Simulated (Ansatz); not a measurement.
Tetragonal perovskite BaTiO₃ was calculated with r²SCAN+SOC (Ansatz, a first-principles code, plane waves, PAW).

Numerical settings: plane-wave cutoff 560 eV, 8×8×8 k mesh, Fermi–Dirac smearing 0.01 eV, PAW data made under PBE.

Properties against volume:

Shape and atoms are relaxed at each volume.

| V (Å³/atom) | P (GPa) | direct gap at Γ (eV) | smallest gap on the k mesh (eV) | c (Å) |
|---|---|---|---|---|
| 12.460 | 5.61 | 2.507 | 2.273 | 3.999 |
| 12.719 | 2.54 | 2.592 | 2.249 | 4.053 |
| 12.979 | 0.01 | 2.665 | 2.229 | 4.113 |
| 13.238 | -2.04 | 2.727 | 2.213 | 4.181 |
| 13.498 | -3.65 | 2.780 | 2.202 | 4.258 |

The fundamental gap (2.23 eV at the equilibrium volume, with added k points) lies elsewhere than Γ–Γ.
